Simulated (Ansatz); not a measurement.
## Relaxing Li2Cr

Theory: Ansatz 0.2.0, DFT PBE, scalar-relativistic, plane waves, PAW. Cutoff 420 eV, Γ-centred k mesh, Gaussian smearing, collinear spin, first started from parallel moments.

The start puts Li2Cr on the MoSi2 (C11b) structure type (I4/mmm, No. 139), with Cr in place of Mo, Li in place of Si, at a guessed volume.

```yaml
crystal:
  lattice:
    - [-1.52329, 1.52329, 3.73683]
    - [1.52329, -1.52329, 3.73683]
    - [1.52329, 1.52329, -3.73683]
  atoms:
    - { symbol: Li, position: [0.66500, 0.66500, 0.00000] }
    - { symbol: Li, position: [0.33500, 0.33500, 0.00000] }
    - { symbol: Cr, position: [0.00000, 0.00000, 0.00000] }
```

Cell and atoms relax at zero pressure; the relaxation can't lower the symmetry of the start. After a coarse first stage the cell is made exact in the group found at 0.06 Å.

The zero of energy is the elements' standard structures at the same level; no fitted shifts are applied.

Task: Describe the relaxed structure.

Result: It keeps I4/mmm (No. 139). The result has the MoSi2 (C11b) structure. Conventional cell: a = 3.126 Å, c = 10.876 Å. Li has 4 Cr at 2.85 Å, 4 Li at 2.88 Å, 4 Li at 3.13 Å, 1 Li at 3.59 Å and 1 Cr at 3.64 Å; Cr has 8 Li at 2.85 Å, 4 Cr at 3.13 Å and 2 Li at 3.64 Å.

```
Li Cr
1.0
    -1.56311    1.56311    5.43815
     1.56311   -1.56311    5.43815
     1.56311    1.56311   -5.43815
Li Cr
2 1
Direct
  0.66507 0.66507 0.00000
  0.33493 0.33493 0.00000
  0.00000 0.00000 0.00000
```

Task: What are its volume, energy, gap and moment?

Result: The volume per atom is 17.72 Å³. The density is 2.06 g/cm³ and the energy over the elements is 0.53 eV/atom. The gap on the 20×20×20 mesh is 0 eV (a metal). The net moment per atom is 1.49 μB and the largest site moment is 3.88 μB.

The final run used a 20×20×20 mesh on its 3-atom cell and 0.10 eV smearing. For metals, differences of a few meV/atom aren't resolved. Symmetry constrained the relaxation, so the result can be a saddle point. The steps took roughly 5 core-minutes in all.